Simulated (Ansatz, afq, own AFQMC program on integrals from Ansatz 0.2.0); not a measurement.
## Where AFQMC and coupled cluster stand for BGeH₃, quintet

```json
{"atom": "Ge", "x (Å)": "0.0000", "y (Å)": "0.0153", "z (Å)": "0.2548"}
{"atom": "B", "x (Å)": "0.0000", "y (Å)": "-0.1694", "z (Å)": "-1.6836"}
{"atom": "H", "x (Å)": "0.0000", "y (Å)": "1.3104", "z (Å)": "1.0937"}
{"atom": "H", "x (Å)": "0.0000", "y (Å)": "-1.1983", "z (Å)": "1.1926"}
{"atom": "H", "x (Å)": "0.0000", "y (Å)": "0.6029", "z (Å)": "-2.5878"}
```

Connectivity, by distances: GeH2–BH.

Basis cc-pVDZ. Only valence electrons are correlated. Integrals, coupled cluster, full CI and functionals: Ansatz 0.2.0; the random walks run on the same integrals in our own AFQMC program. The CISD trial takes its coefficients from CCSD amplitudes. Released means that phaseless walkers are propagated on without the constraint, phases kept. Error bars are statistical, one sigma. No spin–orbit coupling.

Determinant: UHF, the one that the program's search chose, which needn't be the lowest solution. The geometry is a PBE0/def2-TZVP stationary point of this or a neighbouring charge and spin state.

No full CI on the walks' own integrals is used here; CCSDT(Q) serves as the reference and is uncertain by about the last step of the cluster series.

Cautions: no relativity below Rb; no spin-orbit coupling; inner d shell frozen; another spin lies lower (by 5.54 eV); the released energies are still falling, so no released level is given (meV from the phaseless value at times in 1/Eh: -7 ± 3 at 0.24, -8.2 ± 2.3 at 0.51, -11.1 ± 1.9 at 0.99, -18.3 ± 2.0 at 1.62, -20.4 ± 2.1 at 2.40), though the last usable value meets CCSDT(Q) within the noise.

The T1 diagnostic is 0.0335, the weight of the determinant in the CISD state is 0.872 and the ⟨S²⟩ of the determinant is 6.009. The size of the correlated space is 10 electrons in 41 orbitals.

Reference: CCSDT(Q), correlation energy -4.848 eV.

```
        level  E − E(reference) (meV)  share of correlation (%)
           HF                  4848.5                      0.00
          MP2                  1221.6                     74.80
         CCSD                   175.7                     96.38
      CCSD(T)                    41.3                     99.15
        CCSDT                     5.5                     99.89
ph-AFQMC/CISD              19.5 ± 3.0                     99.60
```

A walk keeps the symmetry of its determinant, which the program's search chose and which needn't be the lowest solution, so a lower state of the same spin and another symmetry isn't excluded.
